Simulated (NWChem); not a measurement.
## Basis-set convergence for fluorine (F₂)

SMILES: FF
```xyz
2

F      0.0000     0.0000     0.6882
F      0.0000     0.0000    -0.6882
```
Charge 0, spin multiplicity 1.

The numbers come from NWChem runs, not from measurements. Structure: optimised with PBE0/def2-SVP, a minimum by its harmonic frequencies.

Quantity: vertical ionisation energy at the level ΔPBE0 (Δ: difference of total energies, the cation a doublet at the parent's geometry with its hole in an orbital of symmetry b3g (D2h labels); it is the state that the SCF runs reached, from PBE0 orbitals for Hartree-Fock references, and need not be the lowest).

The Pople sets run with spherical d functions. The stability of the SCF solutions was not checked.

Task: In def2-QZVP the value is 15.68 eV. Among STO-3G, def2-SVP, pcseg-1, 6-31+G*, aug-pcseg-1, def2-SVPD, cc-pVTZ, def2-TZVP, aug-cc-pVTZ, which is the smallest basis within 0.05 eV of it?

Result: cc-pVTZ, with 60 functions against 114 (also within reach: def2-TZVP, aug-cc-pVTZ). def2-QZVP isn't the basis-set limit itself, and a small set can land close by cancellation.

```tsv
basis	functions	vertical ionisation energy (eV)
STO-3G	10	11.52
def2-SVP	28	15.75
pcseg-1	28	15.91
6-31+G*	36	15.81
aug-pcseg-1	46	15.88
def2-SVPD	46	15.96
cc-pVTZ	60	15.66
def2-TZVP	62	15.70
aug-cc-pVTZ	92	15.71
def2-QZVP	114	15.68
```
